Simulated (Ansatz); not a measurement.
Relaxation of FH₅OSi (8 atoms, charge 0, multiplicity 1), to a largest force component of 0.03 eV/Å in at most 50 steps.

These are results of RKS PBE-D4/def2-SVP (Ansatz), not measurements.

```xyz
8
Properties=species:S:1:pos:R:3
Si 0.377 -0.210 -0.383
O -0.556 -0.132 2.341
H -1.139 -0.914 2.381
H 1.016 -0.324 -1.742
H 0.285 1.235 -0.008
H -0.958 -0.890 -0.443
F 1.373 -1.010 0.619
H 0.343 -0.540 2.411
```

**Question.** Where does it end, and by what steps?

**Answer.** The forces met the threshold. After 5 steps the energy has fallen by 0.022 eV; H8 moved furthest, 0.05 Å.

| step | energy less start (eV) | largest force component (eV/Å) | accepted |
| --- | --- | --- | --- |
| 0 | 0.0000 | 0.642 | yes |
| 1 | -0.0133 | 0.409 | yes |
| 2 | -0.0155 | 0.503 | yes |
| 3 | -0.0205 | 0.178 | yes |
| 4 | -0.0214 | 0.042 | yes |
| 5 | -0.0215 | 0.026 | yes |

```xyz
8
Properties=species:S:1:pos:R:3
Si 0.365 -0.201 -0.378
O -0.556 -0.140 2.351
H -1.116 -0.939 2.352
H 1.015 -0.342 -1.728
H 0.291 1.247 -0.015
H -0.974 -0.873 -0.430
F 1.372 -1.013 0.659
H 0.344 -0.524 2.365
```

Time of the run: 10 s on 1 thread of Arm Neoverse V2, on a shared host, peak memory 0.13 GiB.
